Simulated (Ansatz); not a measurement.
**Zinc-blende MgS (metastable phase): width of the whole s-p valence band by level of theory**

No measured value is used here.

Task: Put these levels in order of the width of the whole s-p valence band that they give for zinc-blende MgS (metastable phase), smallest first: HSE06-D3(BJ) (Ansatz, an electronic-structure program), Hartree–Fock (Ansatz), PBEsol-D3(BJ) (Ansatz).

Result: PBEsol-D3(BJ) (11.39 eV), HSE06-D3(BJ) (12.56 eV), Hartree–Fock (15.96 eV)

Unless a cell is named, each level is at its own relaxed cell (PBEsol-D3(BJ) 21.93, HSE06-D3(BJ) 21.82 Å³/atom).

Widths are read from band energies on the run's k points.  Values are at the level's own relaxed cell; Hartree–Fock at the measured cell. Cutoffs and k meshes differ between the levels. Ansatz's density-functional and Hartree–Fock values are scalar-relativistic unless marked +SOC, with PAW data made under PBE.
